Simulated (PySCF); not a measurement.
**SiH2OF (SMILES O[SiH]F) at 6 levels**

Wanted: a comparison of 6 runs (U-r2SCAN/STO-3G, UB2PLYP/STO-3G, UB3LYP/STO-3G, UPBE/STO-3G, USVWN5/STO-3G, UCISD/STO-3G) of SiH2OF. The job is set up through a Python script.

Program for the calculation: PySCF 2.14.0.

2 further runs of the same task are left out: 2 set aside as unsound or not needed.

**1. Starting point**

SiH2OF has 5 atoms, charge 0, and is taken as a doublet. As SMILES, `O[SiH]F`. The coordinates come from a PBE0-D4/def2-TZVP relaxation. This is one conformer, not always the lowest.

Bond lengths: O1–Si2 1.636 Å, Si2–F3 1.603 Å, O1–H4 0.959 Å, Si2–H5 1.490 Å. Angles: O1–Si2–F3 110.5°, O1–Si2–H5 105.3°, F3–Si2–H5 107.6°, Si2–O1–H4 119.2°.

**2. A single-point energy at U-r2SCAN/STO-3G (run 1)**

mol.xyz

```xyz
5

O     -0.615200    -0.884600    -0.276300
Si     0.283900     0.245700     0.493100
F      0.207000     1.646500    -0.283100
H     -1.564500    -0.765100    -0.338000
H      1.688800    -0.242600     0.404400
```

calc.py

```python
from pyscf import gto, dft

mol = gto.Mole()
mol.atom = 'mol.xyz'
mol.spin = 1
mol.charge = 0
mol.verbose = 3
mol.max_memory = 1860
mol.basis = 'sto-3g'
mol.build()

myscf = dft.UKS(mol)
myscf.xc = 'r2scan'
myscf.conv_tol = 1e-10
myscf.grids.level = 5
myscf.kernel()
if not myscf.converged:
    myscf = myscf.newton().run(myscf.mo_coeff, myscf.mo_occ)

energy = myscf.e_tot
print('E = %.10f Eh' % energy)
```

Launch:

```console
OMP_NUM_THREADS=1 python calc.py
```

Log:

```text
WARN: HOMO -0.147870661885713 >= LUMO -0.147870661885714

converged SCF energy = -459.784346579268  <S^2> = 0.7511166  2S+1 = 2.0011163
E = -459.7843465793 Eh
```

Run time: 7.8 s. Hardware: 1 thread of Arm Neoverse V2, shared host; peak memory 0.22 GiB.

**3. The energy at UB2PLYP/STO-3G (run 2)**

job.py

```python
from pyscf import gto, dft, mp

mol = gto.M(
    atom='''
O     -1.162560    -1.671652    -0.522131
Si     0.536493     0.464306     0.931824
F      0.391173     3.111434    -0.534981
H     -2.956477    -1.445829    -0.638727
H      3.191369    -0.458448     0.764205
''',
    verbose=3,
    basis='sto-3g',
    unit='bohr',
    max_memory=1860,
    spin=1,
)

mf = dft.UKS(mol)
mf.xc = '0.53*HF + 0.47*B88, 0.73*LYP'
mf.conv_tol = 1e-10
mf.grids.level = 5
mf.kernel()
if not mf.converged:
    mf = mf.newton().run(mf.mo_coeff, mf.mo_occ)

pt = mp.MP2(mf, frozen=7).run()
etot = mf.e_tot + 0.27 * pt.e_corr
print('PT2 part  %.8f' % (0.27 * pt.e_corr))
print('Final energy', etot)
```

Launch:

```console
OMP_NUM_THREADS=1 python job.py
```

Log:

```text
WARN: HOMO -0.118030720831447 >= LUMO -0.118030720831445

converged SCF energy = -459.469948964494  <S^2> = 0.75350973  2S+1 = 2.0035067
E(UMP2) = -459.584934125852  E_corr = -0.114985161357271
E(SCS-UMP2) = -459.589098812909  E_corr = -0.119149848414813
PT2 part  -0.03104599
Final energy -459.50099495806086
```

Run time: 5.1 s. Hardware: 1 thread of Arm Neoverse V2, shared host; peak memory 0.21 GiB.

Runs 3 to 4 aren't shown in full; the table further down has their settings and results.

**4. The energy at USVWN5/STO-3G (run 5)**

calc.py

```python
from pyscf import gto, dft

mol = gto.Mole()
mol.atom = '''
O     -1.162560    -1.671652    -0.522131
Si     0.536493     0.464306     0.931824
F      0.391173     3.111434    -0.534981
H     -2.956477    -1.445829    -0.638727
H      3.191369    -0.458448     0.764205
'''
mol.unit = 'bohr'
mol.basis = 'sto-3g'
mol.charge = 0
mol.verbose = 3
mol.max_memory = 1860
mol.spin = 1
mol.build()

myscf = dft.UKS(mol, xc='svwn')
myscf.conv_tol = 1e-10
myscf.grids.level = 5
myscf.kernel()
if not myscf.converged:
    myscf = myscf.newton().run(myscf.mo_coeff, myscf.mo_occ)

e_tot = myscf.e_tot
print('E(%s) = %.9f' % ('SVWN5', e_tot))
```

Launch:

```console
OMP_NUM_THREADS=1 python calc.py
```

Log:

```text
converged SCF energy = -457.453318250353  <S^2> = 0.7502802  2S+1 = 2.0002802
E(SVWN5) = -457.453318250
```

Run time: 2.6 s. Hardware: 1 thread of Arm Neoverse V2, shared host; peak memory 0.14 GiB.

**5. The energy at UCISD/STO-3G (run 6)**

calc.py

```python
from pyscf import gto, ci

mol = gto.Mole()
mol.atom = [
    ('O', (-0.615200, -0.884600, -0.276300)),
    ('Si', (0.283900, 0.245700, 0.493100)),
    ('F', (0.207000, 1.646500, -0.283100)),
    ('H', (-1.564500, -0.765100, -0.338000)),
    ('H', (1.688800, -0.242600, 0.404400)),
]
mol.max_memory = 1860
mol.verbose = 3
mol.basis = 'sto-3g'
mol.spin = 1
mol.build()

mf = mol.UHF()
mf.conv_tol = 1e-10
mf.kernel()
if not mf.converged:
    mf = mf.newton().run(mf.mo_coeff, mf.mo_occ)

cisd = ci.CISD(mf, frozen=7)
cisd.kernel()
e_final = cisd.e_tot
print('E(%s) = %.9f' % ('CISD', e_final))
```

Launch:

```console
OMP_NUM_THREADS=1 python calc.py
```

Log:

```text
converged SCF energy = -458.615018768043  <S^2> = 0.75467921  2S+1 = 2.0046738
E(UCISD) = -458.7123582728818  E_corr = -0.09733950483856058
E(CISD) = -458.712358273
```

It took 0.68 s on 1 thread of Arm Neoverse V2, shared host; peak memory 0.12 GiB.

**6. The series**

```tsv
run	level	frozen core orbitals	integration grid	energy (Eh)	dipole moment (D) of the reference	HOMO energy (eV)	LUMO energy (eV)	wall time
1	U-r2SCAN/STO-3G	–	5	-459.784347	1.43	-0.75	1.11	7.8 s
2	UB2PLYP/STO-3G	7	5	-459.500995	1.52	-3.51	3.21	5.1 s
3	UB3LYP/STO-3G	–	5	-459.844958	1.42	-1.67	1.51	5.4 s
4	UPBE/STO-3G	–	5	-459.513448	1.39	-0.28	0.98	4.8 s
5	USVWN5/STO-3G	–	5	-457.453318	1.35	-0.10	0.92	2.6 s
6	UCISD/STO-3G	7	–	-458.712358	1.82	-6.08	6.02	0.68 s
```

**7. What came out**

```
                                                         quantity          value
                                              run 6: total energy  -458.71236 Eh
                      run 6: dipole moment (Hartree–Fock density)         1.82 D
run 6: HOMO energy (Hartree–Fock orbitals) (highest over α and β)       -6.08 eV
 run 6: LUMO energy (Hartree–Fock orbitals) (lowest over α and β)        6.02 eV
               run 6: correlation energy (7 core orbitals frozen)      -97.3 mEh
                         run 6: ⟨S²⟩ of the reference determinant          0.755
```

Over runs 1, 2, 3, 4, 5 the dipole moment (its size) runs from 1.35 D (USVWN5/STO-3G) to 1.52 D (UB2PLYP/STO-3G). A double hybrid's value is that of its SCF part. Totals of different functionals can't be ranked against each other. In runs 1, 2, 3, 4, 5, 6 the basis is minimal, so the values are rough. All runs together took 26 s, the longest 7.8 s.
